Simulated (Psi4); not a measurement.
# S2O (Disulfur monoxide): a line through the functionals

The species is S2O (3 atoms), meant as a singlet with charge 0. As SMILES, `O=S=S`. The coordinates come from a PBE0-D4/def2-TZVP relaxation.

The electronic atomisation energy y, in eV, basis def2-TZVP; a is the functional's share of exact exchange. Programs: Psi4 1.11.

| functional | program | a | y (eV) |
| --- | --- | --- | --- |
| revPBE | Psi4 | 0 | 9.20 |
| PBE | Psi4 | 0 | 9.83 |
| TPSSh | Psi4 | 0.1 | ? |
| B3LYP | Psi4 | 0.2 | 8.62 |
| PBE0 | Psi4 | 0.25 | 8.80 |
| BHLYP | Psi4 | 0.5 | 7.37 |

Fit y = c + s·a to the known rows and predict TPSSh.


1. Means of the 5 rows: a = 0.1900, y = 8.764.
2. Σ(Δa)² = 0.172, Σ(Δa·Δy) = -0.7168, so the slope is -0.7168/0.172 = -4.1674.
3. Intercept: 8.764 − (-4.1674) × 0.1900 = 9.556. The largest residual of the fit is 0.36.
4. TPSSh: 9.556 + (-4.1674) × 0.1 = 9.14 eV.

The run gave 8.70 eV, so the prediction is off by +0.44 eV, about the largest residual. The rows mix families of semi-local functionals, which the line can't see.
